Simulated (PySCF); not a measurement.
**BCl from Hartree–Fock to correlated methods**

State: ¹Σ⁺ (singlet), closed shell. Set-up: PySCF, no relativity, basis sets B def2-TZVPP, Cl def2-TZVPP. De refers to B + Cl in their high-spin ground configurations, without counterpoise correction. A positive dipole means B(−)Cl(+).

| Level | Re (Å) | ωe (cm⁻¹) | De (eV) | μ (D) |
| --- | --- | --- | --- | --- |
| RHF | 1.718 | 856 | 3.79 | 1.47 |
| RHF-MP2 | 1.712 | 863 | 5.37 | n/a |
| RHF-SCS-MP2 | 1.716 | 856 | 5.19 | n/a |
| RHF-CCSD | 1.722 | 847 | 4.98 | n/a |
| RHF-CCSD(T) | 1.724 | 842 | 5.17 | n/a |
| PBE | 1.732 | 810 | 5.53 | 1.65 |
| revPBE | 1.741 | 799 | 5.31 | 1.59 |
| PW91 | 1.730 | 811 | 5.54 | 1.66 |
| r²SCAN | 1.724 | 827 | 5.35 | 1.69 |
| PBE0 | 1.718 | 841 | 5.33 | 1.64 |
| MN15 | 1.711 | 854 | 5.57 | 1.56 |
| CAM-B3LYP | 1.708 | 853 | 5.16 | 1.69 |
| B2PLYP | 1.717 | 840 | 5.22 | 1.55 |

The bond length runs from 1.708 Å (CAM-B3LYP) to 1.741 Å (revPBE). De spans 3.79 eV (RHF, mean field) to 5.57 eV (MN15, hybrid meta-GGA). Correlation at CCSD(T) changes the Hartree–Fock bond energy by +1.38 eV; the triples alone change it by +0.19 eV.

Correlated steps freeze 6 core orbitals. Where the molecule has an RHF reference, its open-shell atoms are computed with UHF. B2PLYP dipoles, levels and charges come from its SCF part alone.

The whole job (state search and all levels along the bond) took about 3.3 min on 1 thread of Intel Xeon Platinum 8175M @ 2.50GHz (shared host), peak memory 1.1 GiB.
